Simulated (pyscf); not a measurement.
# Four-centre exchange: F–MoH(F)(F)(F)–F (SMILES [F][MoH]([F])([F])([F])[F]) + H₂S (SMILES S) → F–Mo(F)(F)(F)(F)–SH (SMILES [F][Mo]([F])([F])([F])([F])[SH]) + H₂ (SMILES [H][H])

Gas phase, singlet surface, charge 0. Bonds broken: Mo2–H7, S8–H9. Bonds formed: Mo2–S8, H7–H9. PySCF, gas phase, ωB97X-D3(BJ)/def2-SVP geometries.

Transition state (Å):

```xyz
10

F     -0.2145     0.4192     1.2052
Mo    -1.2341     0.3108    -0.3433
F     -0.7968    -1.4071    -0.7841
F     -2.8336     0.8993    -1.0541
F     -2.4022    -0.4442     0.8406
F     -0.8722     2.1171    -0.4090
H      0.5715     0.4029    -0.7157
S     -0.8144     0.3911    -2.8615
H      0.3412     0.4720    -1.5964
H     -1.1097     1.7053    -2.9124
```

One imaginary mode, 631i cm⁻¹; descent along it reached the two sides named, in the forms told below.

```csv
bond,change,reactant side (Å),saddle,product side
Mo2–H7,breaks,1.648,1.846,3.9
S8–H9,breaks,1.348,1.715,4.6
Mo2–S8,forms,3.0,2.554,2.321
H7–H9,forms,2.6,0.913,0.760
```

Electronic energies relative to the separated reactants (kJ/mol):

```
level                   barrier  reaction energy  reverse barrier
----------------------  -------  ---------------  ---------------
ωB97X-D3(BJ)/def2-TZVP     47.1            -58.5            105.6
PBE/def2-TZVP              23.2            -67.9             91.0
r²SCAN/def2-TZVP           18.3            -72.9             91.2
B3LYP-D3(BJ)/def2-TZVP     43.6            -61.8            105.4
PBE0-D3(BJ)/def2-TZVP      31.3            -54.4             85.7
M06-2X/def2-TZVP           52.1            -43.8             95.9
ωB97M-D3(BJ)/def2-TZVP     62.3            -32.3             94.6
HF/def2-TZVP              156.5            +18.4            138.1
```

With ωB97M-D3(BJ)/def2-TZVP energies and thermal terms (ideal gas, 1 atm, RRHO with modes under 100 cm⁻¹ raised to 100, one conformer, R ln 2 for chiral ones without a mode under 150 cm⁻¹), in kJ/mol:

```csv
T (K),ΔH‡,ΔG‡,ΔH,ΔG
298,62.0,113.0,-39.1,-28.1
600,63.3,164.4,-33.0,-19.5
900,65.9,214.5,-28.9,-13.7
1200,68.9,263.5,-26.2,-9.1
```

On the reactant side the descent ends in a bound adduct, 42.9 kJ/mol under the separated species and 90.0 kJ/mol under the saddle at ωB97X-D3(BJ)/def2-TZVP. One saddle was located; it need not be the lowest between these sides. Elements past Kr carry the def2 core potentials, without spin-orbit coupling.
